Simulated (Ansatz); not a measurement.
System: methylamine, CH$_{5}$N (charge 0, singlet). 
Coordinates optimised at B3LYP-D3(BJ)/def2-TZVP (Ansatz, a program for electronic structure):
```xyz
7

C      0.0542     0.7048     0.0003
N      0.0439    -0.7575     0.0005
H     -0.9369     1.1793    -0.0070
H     -0.4495    -1.1127     0.8106
H     -0.4377    -1.1131    -0.8166
H      0.5892     1.0603     0.8824
H      0.6020     1.0600    -0.8741
```
Charge 0, spin multiplicity 1.

Basis-set convergence of Hartree-Fock and CCSD correlation energies (hartree) with Ansatz. Valence correlation only, unless marked. No spin-orbit coupling. Non-relativistic.

```csv
basis,functions,E(HF),"E(corr, CCSD)"
cc-pVDZ,-,-95.22154,-0.35588
cc-pVTZ,130,…,…
```

**Question.** Some entries are withheld; supply them.

**Answer.** 
- cc-pVTZ, E(HF): -95.25314
- cc-pVTZ, E(corr, CCSD): -0.42866
